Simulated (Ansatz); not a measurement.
Elements on the sites of an ideal wurtzite lattice, at a guessed lattice constant:

```
O Mg Zn
1.0
     0.00000    0.00000   -5.03629
     3.10882    5.38464    0.00000
     3.10882   -5.38464    0.00000
O Mg Zn
8 1 7
Direct
  0.62200 0.16667 0.33333
  0.62200 0.16667 0.83333
  0.62200 0.66667 0.33333
  0.62200 0.66667 0.83333
  0.12200 0.33333 0.66667
  0.12200 0.33333 0.16667
  0.12200 0.83333 0.66667
  0.12200 0.83333 0.16667
  0.00000 0.66667 0.83333
  0.00000 0.16667 0.33333
  0.00000 0.16667 0.83333
  0.00000 0.66667 0.33333
  0.50000 0.33333 0.66667
  0.50000 0.33333 0.16667
  0.50000 0.83333 0.66667
  0.50000 0.83333 0.16667
```

Cell and atoms were relaxed without symmetry on coarser meshes and computed once more. Theory: DFT r2SCAN, scalar-relativistic, plane waves, PAW (Ansatz 0.2.0).

Plane waves to 500 eV, a k mesh through Γ of 4×4×4 on the computed 16-atom cell and Gaussian smearing (0.02 eV); no spin polarisation.

The relaxation ran on 2×2×2 (shifted) and then 3×3×3 k points with a smearing of 0.1 eV, from sites shaken by 0.02 Å.

**Question.** What does the relaxation give?

**Answer.** A volume of 11.80 Å³/atom and a gap on the mesh of 1.54 eV. It lies 1.79 eV/atom below the elements' standard states (static lattices, no corrections for gases). The atoms leave their sites by 0.01 Å (root mean square) and 0.01 Å at most, and the cell stretches by up to 0.5 % at fixed volume.

```
CELL_PARAMETERS angstrom
0.00057 -0.00058 -5.20504
3.24112 5.59808 0.00026
3.24092 -5.59797 -0.00097
ATOMIC_POSITIONS crystal
O 0.62081 0.16681 0.33333
O 0.62078 0.16684 0.83316
O 0.62077 0.66706 0.33344
O 0.62141 0.66689 0.83334
O 0.11958 0.33551 0.66691
O 0.12039 0.33406 0.16621
O 0.11956 0.83322 0.66704
O 0.11954 0.83325 0.16466
Mg 0.00026 0.66707 0.83314
Zn 0.00180 0.16640 0.33378
Zn 0.00171 0.16641 0.83170
Zn 0.00172 0.66858 0.33387
Zn 0.49946 0.33359 0.66633
Zn 0.50091 0.33380 0.16644
Zn 0.49939 0.83385 0.66645
Zn 0.49945 0.83389 0.16670
```

Cost: 2 runs of about 2.5 core-minutes in all (earlier runs that led there not counted), on Intel Xeon 6975P-C (Granite Rapids) (shared hosts).